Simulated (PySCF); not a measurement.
Species: NH₃.
Hydrogens: H2, H3, H4 on N1.

Computed by this run: PBE0-D3(BJ)/def2-SVP geometry optimisation, gas phase in PySCF 2.14.0; density fitting, grid level 1; the optimiser is geomeTRIC in internal coordinates, started from a GFN2-xTB structure with every atom displaced at random (about 0.01 Å).

Step 0: E = -1535.8054 eV
```
atom  x, y, z in Å  |  force x, y, z in eV/Å
N1     -0.2614    0.0090   -0.0875   -0.834  -0.258   1.936
H2      0.2976   -0.1353   -0.8886    0.960   0.028  -1.185
H3      0.0307    0.8719    0.3880    0.053  -0.393  -0.344
H4     -0.0287   -0.7702    0.5552   -0.179   0.623  -0.406
```

Step 1: E = -1535.4549 eV
```
atom  x, y, z in Å  |  force x, y, z in eV/Å
N1     -0.2995   -0.0136   -0.0660   -1.802  -1.838  -4.412
H2      0.3200   -0.0727   -0.8983   -0.540  -0.542   0.635
H3      0.0502    0.7393    0.3496    1.583   5.054   2.375
H4     -0.0325   -0.6776    0.5818    0.760  -2.674   1.403
```

Step 2: E = -1535.8000 eV
```
atom  x, y, z in Å  |  force x, y, z in eV/Å
N1     -0.2977   -0.0161   -0.0780   -0.144   0.122  -1.071
H2      0.3168   -0.0917   -0.9015   -0.264  -0.347   0.383
H3      0.0504    0.8067    0.3666    0.138   1.155   0.459
H4     -0.0313   -0.7234    0.5799    0.270  -0.930   0.230
```

Task: Estimate the geometry and energy of step 3. (The exact step hangs on the optimiser's Hessian estimate; all steps are aligned on step 2, rigid shifts and turns removed.)

Result: E = -1535.8461 eV, largest force 0.306 eV/Å
```
atom  x, y, z in Å  |  force x, y, z in eV/Å
N1     -0.2894   -0.0001   -0.0744   -0.036  -0.188  -0.178
H2      0.3120   -0.1177   -0.8907   -0.034  -0.013   0.008
H3      0.0419    0.8466    0.3733    0.071   0.264   0.136
H4     -0.0264   -0.7533    0.5589   -0.001  -0.063   0.034
```

The energy changes by -0.0461 eV. The first-order estimate −F·Δx gives -0.0835 eV and the mean of the old and new forces, exact on a quadratic surface, -0.0461 eV. The step makes an angle of 50° with the force vector and moves no atom by more than 0.041 Å.

What follows is the cost of the whole optimisation. The run took 1.2 s wall on Arm Neoverse V2, one thread, shared host with 192 logical CPUs at a one-minute load of 77, and the process peaked at 0.24 GiB of memory.
